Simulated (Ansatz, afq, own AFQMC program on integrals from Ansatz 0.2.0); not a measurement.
AFQMC on a folder of integrals that Ansatz 0.2.0 wrote.

```yaml
crystal:
  periodic: [false, false, false]
  atoms:
    - {symbol: Pd, position_ang: [-0.008345, 0.000000, 0.403483]}
    - {symbol: Si, position_ang: [0.068574, 0.000000, -1.383863]}
    - {symbol: H, position_ang: [-0.514844, -1.222654, -2.020025]}
    - {symbol: H, position_ang: [-0.514844, 1.222654, -2.020025]}
basis:
  gaussian: {orbitals: def2-SVP}
magnetization: {spin_polarized: true, initial_magnetization: 2}
correlation: {method: ccsd_t, electrons: outside_noble_gas, hamiltonian_folder: ham}
```

```sh
$ ansatz run in.yaml --threads 1 --pin off --events-out ev --progress --plain --max-ram 16896MiB --backend cuda --devices 0, --max-vram 18GiB
```

Options of the walk:

```
--method phaseless --trial cisd --walkers 4000 --populations 20 --least-time 60 --time-step 0.005 --steps-per-block 50 --equilibration-blocks 40 --max-blocks 4000 --target-error 0.00024 --factor-cut 1e-05 --start spin_pure --seed 9948 --release-times 0.24,0.6,1.2,1.8,2.6 --release-step 0.04 --release-every 4 --taylor-order 6
```

Times are imaginary, in 1/Eh. The walk had a cap of 169 s. With eight or more populations the least sampling time is a fifth of least-time, and the error comes from their spread. Core potentials past Kr, no spin–orbit coupling.

afq prints:

```
orbitals 50  electrons 9 7  factors 427 of 600
reference energy -416.85135083 Eh
CCSD correlation -0.35428100 Eh in 16 cycles, weight of the determinant in the CISD state 0.8615
energy of the start -417.204952 Eh
 block  time / (1/Eh)  mean weight  energy / Eh
     1     0.250  0.9999  -417.200354
     2     0.500  1.0000  -417.204769
     3     0.750  1.0003  -417.209098
     4     1.000  1.0001  -417.212130
     5     1.250  1.0003  -417.214167
     8     2.000  0.9999  -417.218416
    11     2.750  1.0001  -417.218407
    17     4.250  1.0000  -417.219328
    23     5.750  1.0001  -417.220078
    29     7.250  1.0000  -417.220277
    35     8.750  0.9999  -417.220469
    41    10.250  1.0001  -417.220359
    47    11.750  0.9999  -417.219617
    53    13.250  1.0002  -417.219170
    55    13.750  1.0002  -417.221554
    59    14.750  0.9998  -417.219549
    65    16.250  0.9999  -417.220289
    71    17.750  1.0003  -417.218663
    77    19.250  1.0002  -417.221380
    83    20.750  1.0001  -417.219812
    89    22.250  0.9998  -417.219994
error from the spread of 20 populations
released: time / (1/Eh)  energy / Eh  error  mean overlap
  0.24  -417.220086  0.000153  0.9959
  0.60  -417.220114  0.000145  0.9908
  1.20  -417.220517  0.000194  0.9745
  1.80  -417.220538  0.000321  0.9679
  2.60  -417.219936  0.000396  0.9685
energy -417.219917 +/- 0.000228 Eh
(rows thinned)
```

The run passed its tests (sampling time, drift between the halves within three errors, error under three times the target), which doesn't prove that it has relaxed.

Against this walk (error 6.2 meV) on the same determinant: CCSD(T) 0.0 meV lower (within the noise), CCSDT(Q) 1.6 meV lower (within the noise). The error is statistical and leaves out the bias of the constraint. Released to 2.60 1/Eh the energy moves by -1 ± 12 meV (both errors), within twice the noise.

Cautions: constraint bias not in the error; no spin-orbit coupling; outer-core shells of the metal frozen; lower spins were not checked; higher spins were not checked.

The walk took 2.1 min on 1 × NVIDIA H100 80GB HBM3 with 2 threads of AMD EPYC 7R13 Processor (Zen 3), with other jobs on the host (the card was shared). The log's last line is the phaseless energy.

CCSDT and higher add their correlation energy to the determinant of the CCSD(T) run, since their own runs factorise the integrals more tightly (a shift of under 2 meV). A walk keeps the symmetry of its determinant, which the program's search chose and which needn't be the lowest solution, so a lower state of the same spin and another symmetry isn't excluded.
